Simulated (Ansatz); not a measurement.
# Titanium, hcp: convergence with Fermi-Dirac smearing

Computed with Ansatz, PBE, scalar-relativistic PAW, on the relaxed cell (a = 2.939 Å, c = 4.656 Å (c/a = 1.584); spin not included). Errors count from a run at 420 eV on a Γ-centred 20×20×11 mesh with Fermi-Dirac smearing of 0.1 eV, extrapolated to zero width. Fixed here: cutoff 420 eV, mesh 12×12×7. The SCF starts from atomic densities corrected by a trained network.

```csv
width (eV),E(σ→0) error (meV/atom),F error (meV/atom),P (GPa),SCF iterations
0.01,-0.8,-1.0,-0.11,6
0.03,-0.9,-2.5,-0.12,6
0.1,0.1,-19.2,0.01,6
0.2,8.2,-83.2,0.77,6
0.3,19.2,-203.2,2.14,6
0.6,1.4,-874.8,8.20,6
1.0,-200.0,-2328.7,17.67,6
```
